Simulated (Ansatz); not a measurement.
## 1T (CdI2-type) CdI₂: cohesive energy by level of theory

No measured value is used here.

| level (code) | value (eV/atom) | cell (Å³/atom) |
|---|---|---|
| LDA (Ansatz) | 2.31 | 33.33 |
| PBE (Ansatz) | 1.72 | 41.79 |
| PBEsol (Ansatz) | 2.01 | 35.85 |
| PBE-D3(BJ) (Ansatz) | 2.03 | 35.46 |
| PBE-D4 (Ansatz) | 2.05 | 35.38 |
| PBEsol-D3(BJ) (Ansatz) | 2.33 | 32.60 |
| HSE06 (Ansatz) | 1.78 | 40.59 |
| LC-ωPBE (Ansatz) | 1.84 | 38.07 |
| PBE0 (Ansatz) | 1.78 | 40.67 |
| Hartree–Fock (Ansatz) | 1.22 | 50.11 |

Free atoms are spin-polarised, in the lowest state found; at levels without +SOC their spin–orbit coupling is left out.  Density-functional levels without +SOC have no spin–orbit coupling, which shifts binding energies of heavy elements. LDA: LDA has no dispersion term either, though it tends to give short spacings of layers, chains or molecules. PBE: for a layered or molecular solid the relaxed cell lies over 5 % above the published volume, where the minimum can be shallow. PBE, PBEsol, HSE06, LC-ωPBE, PBE0, Hartree–Fock: the cell comes from a level without a dispersion term, which matters for the spacing of layers, chains or molecules. Each level is taken at its own relaxed cell. Cutoffs and k meshes differ between the levels. Ansatz's density-functional and Hartree–Fock values are scalar-relativistic unless marked +SOC, with PAW data made under PBE.

Ansatz is a first-principles code.
